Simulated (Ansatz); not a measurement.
## Ansatz (development build ahead of 0.2.0) run

```yaml
crystal:
  periodic: [false, false, false]
  atoms:
    - { symbol: "N", position_ang: [-0.0044, 0.00024, -0.32377] }
    - { symbol: O, position_ang: [-0.0062, 1.08744, 0.14334] }
    - { symbol: O, position_ang: [0.00358, -1.09744, 0.1459] }
basis:
  gaussian: { orbitals: cc-pVDZ }
magnetization:
  spin_polarized: true
  initial_magnetization: 1
hamiltonian:
  xc: hf
```

The input is written out in the form of the current development build from the run's settings.

Output:

```json
{"Converged": "yes", "Total energy": "-204.04937 hartree", "Spin squared of the determinant": "0.781"}
```
